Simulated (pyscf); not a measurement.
Optimised with ωB97X-D3(BJ)/def2-SVP in PySCF.

Problem. Estimate the classical barrier height and the reaction energy of Cl–CH(Cl)–Cl (SMILES ClC(Cl)Cl) + Cl• (SMILES [Cl]) → Cl–C•(Cl)–Cl (SMILES Cl[C](Cl)Cl) + HCl (SMILES Cl) at ωB97M-D3(BJ)/def2-TZVP. The step runs on the doublet surface, breaks C–H and forms Cl–H; take the separated reactants as zero.

Solution. ΔE‡ = 0.10 eV, ΔE = -0.30 eV. Zero-point energy shifts the barrier by -0.18 eV. It is a hydrogen abstraction, with an imaginary mode of 621i cm⁻¹. One saddle was located; it need not be the lowest between these sides. The angle at the transferred H is 180°. Left out: the spin-orbit lowering of Cl.
